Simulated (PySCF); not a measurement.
Molecule: `InChI=1S/C6H6/c1-2-3(1)6-4(1)5(2)6/h1-6H`.

Bonds (- single, = double, # triple, : aromatic): C1-C2 1.512 Å, C2-C3 1.512 Å, C3-C4 1.548 Å, C4-C5 1.512 Å, C5-C6 1.512 Å, C3-C1 1.512 Å, C6-C4 1.512 Å, C5-C1 1.548 Å, C6-C2 1.548 Å. C1 carries H7; C2 carries H8; C3 carries H9; C4 carries H10; C5 carries H11; C6 carries H12.

Spin–spin couplings on one PBE0-D3(BJ)/def2-SVP geometry, PySCF 2.14.0 with density-fitted response routines, gas phase, non-relativistic, equivalent pairs averaged (without the spin–dipole term); isotopes $^{13}$C, $^{1}$H; functional B3LYP.

Reference values (Hz): $^{1}J$(C1,H7) = 180.0 (measured; liquid or solution (compiled); Buevich, Sauri, Parella, De Tommasi, Bifulco, Williamson, Martin, Chem. Commun. 2019 (ESI)).

**Question.** How do the couplings (Hz) change with the basis set? Times are CPU seconds on 1 thread of an Arm Neoverse V1, shared host. Far from the basis limit: 6-31G*, 6-31G-J, pcJ-0, def2-TZVP, cc-pVTZ.

**Answer.** 
```tsv
basis set	functions	$^{1}J$(C1,H7)	abs. error	core-s
6-31G*	96	170.7	9.3	7.5
6-31G-J	96	194.8	14.8	7.2
pcJ-0	96	168.0	12.0	6.9
pcJ-1	222	189.7	9.7	20
def2-TZVP	222	181.0	1.0	27
cc-pVTZ	264	177.0	3.0	35
```

Errors compare magnitudes, without vibrational corrections. Closest: def2-TZVP; furthest: 6-31G-J.

The Fermi-contact term samples the wavefunction at the nucleus, which is why sets with added tight s functions (names with J) are made for couplings. Agreement of an ordinary basis with the reference is then largely a cancellation of errors.
